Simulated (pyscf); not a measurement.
Substitution at C: `[F][CH]([F])[Cl]` + `[CH3]` [doublet] → `[CH3][CH]([F])[F]` + `[Cl]` [doublet]

Gas phase, doublet surface, charge 0. Bonds broken: C2–Cl4. Bonds formed: C2–C6. Single points on ωB97X-D3(BJ)/def2-SVP structures (PySCF, gas phase).

Transition state (Å):

```xyz
9

F     -0.1899    -0.4015     1.2828
C     -1.0620    -0.6877     0.3185
F     -0.5703    -1.5413    -0.5765
Cl    -2.6946     0.7832    -0.2537
H     -1.9469    -1.1353     0.7740
C     -0.0781     0.8915    -0.8520
H      0.8667     0.3587    -0.7156
H     -0.5192     0.8609    -1.8500
H     -0.2033     1.8202    -0.2923
```

One imaginary mode, 628i cm⁻¹; descent along it reached the two sides named.

```tsv
bond	change	reactant side (Å)	saddle	product side
C2–Cl4	breaks	1.765	2.271	3.3
C2–C6	forms	3.5	2.198	1.506
```

Electronic energies relative to the separated reactants (kcal/mol):

| level | barrier | reaction energy | reverse barrier |
|---|---|---|---|
| ωB97X-D3(BJ)/def2-TZVP | 52.0 | -14.3 | 66.3 |
| PBE/def2-TZVP | 42.0 | -9.7 | 51.7 |
| r²SCAN/def2-TZVP | 46.1 | -8.3 | 54.4 |
| B3LYP-D3(BJ)/def2-TZVP | 45.9 | -13.7 | 59.6 |
| PBE0-D3(BJ)/def2-TZVP | 48.9 | -12.2 | 61.1 |
| M06-2X/def2-TZVP | 50.8 | -14.3 | 65.1 |
| ωB97M-D3(BJ)/def2-TZVP | 51.3 | -14.1 | 65.3 |
| HF/def2-TZVP | 68.4 | -18.8 | 87.2 |

With ωB97M-D3(BJ)/def2-TZVP energies and thermal terms (ideal gas, 1 atm, RRHO with modes under 100 cm⁻¹ raised to 100, one conformer, R ln 2 for rigid chiral ones), in kcal/mol:

```json
[
 {"T (K)": "298", "ΔH‡": "53.1", "ΔG‡": "63.1", "ΔH": "-10.0", "ΔG": "-7.5"},
 {"T (K)": "600", "ΔH‡": "53.2", "ΔG‡": "73.3", "ΔH": "-10.3", "ΔG": "-4.7"},
 {"T (K)": "900", "ΔH‡": "53.6", "ΔG‡": "83.2", "ΔH": "-10.1", "ΔG": "-1.9"},
 {"T (K)": "1200", "ΔH‡": "54.1", "ΔG‡": "93.0", "ΔH": "-9.6", "ΔG": "+0.8"}
]
```

This is the saddle that the search found; another between the same sides may lie lower. The angle at the attacked C is 74°: a side-on saddle, likely not the lowest. Left out: orbital degeneracy and the spin-orbit lowering of Cl.
